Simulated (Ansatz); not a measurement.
Species: sum formula HOCl (charge 0, singlet). 
Geometry from a B3LYP-D3(BJ)/def2-TZVP (Ansatz, a program for electronic structure) optimisation:
```xyz
3

O      0.0220     1.1044    -0.0012
H     -0.9233     1.3146     0.0160
Cl     0.0439    -0.5970    -0.0004
```
Charge 0, spin multiplicity 1.

Property: vertical electron affinity (to the doublet state of charge -1; a negative value means that the extra electron is unbound and the number depends on the basis; each state is the SCF solution reached for its spin), in eV. Correlated levels leave the core frozen unless marked. Open shells are spin-unrestricted. No spin-orbit coupling. Non-relativistic. Anions need diffuse functions: aug- sets have them; def2-D sets add few. CBS(X,Y): correlation extrapolated as X^-3; Hartree-Fock from the larger set.

```
level               program  vertical electron affinity (eV)
------------------  -------  -------------------------------
HF/aug-cc-pV(D+d)Z   Ansatz                            -0.81
HF/aug-cc-pV(T+d)Z   Ansatz                            -0.71
```

Problem. Estimate the value at CCSD(T)/CBS(def2-TZVPPD,def2-QZVPPD) as computed with Ansatz.

Solution. -0.18 eV, so HF/aug-cc-pV(T+d)Z differs from it by -0.53 eV.
